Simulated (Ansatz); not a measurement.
A run of Ansatz (development build ahead of 0.2.0) on singlet CH5N at this shape:

```tsv
atom	x (Å)	y (Å)	z (Å)
C	0.0517	0.7044	0.0000
N	0.0517	-0.7596	0.0000
H	-0.9417	1.1762	0.0000
H	-0.4582	-1.0994	0.8124
H	-0.4582	-1.0994	-0.8124
H	0.5928	1.0567	0.8807
H	0.5928	1.0567	-0.8807
```

Its results:

| Item | Value |
| --- | --- |
| Converged | yes |
| Reference energy | -95.25276 hartree |
| Correlation energy | -0.40482 hartree |
| Total energy | -95.65758 hartree |
| Spin squared of the determinant | 0.000 |
| Stability test | minimum among restricted orbitals |
| Occupied orbitals by symmetry in an Abelian subgroup (alpha; beta) | 7 A' 2 A''; 7 A' 2 A'' |

(1) Which input gives this output? Name the method, the orbitals and the basis set, and write the input.

Answers

(1) RHF-MP2 in cc-pVTZ. An unrestricted run that stays on the closed shell gives the same numbers.

```yaml
crystal:
  periodic: [false, false, false]
  atoms:
    - { symbol: C, position_ang: [0.05174, 0.70442, 0.0] }
    - { symbol: "N", position_ang: [0.05174, -0.75962, 0.0] }
    - { symbol: H, position_ang: [-0.94173, 1.17619, 0.0] }
    - { symbol: H, position_ang: [-0.45818, -1.09943, 0.81237] }
    - { symbol: H, position_ang: [-0.45818, -1.09943, -0.81237] }
    - { symbol: H, position_ang: [0.59276, 1.05673, 0.88067] }
    - { symbol: H, position_ang: [0.59276, 1.05673, -0.88067] }
basis:
  gaussian: { orbitals: cc-pVTZ }
hamiltonian:
  xc: hf
correlation:
  method: mp2
  frozen_orbitals: { C: 1, H: 0, "N": 1 }
```
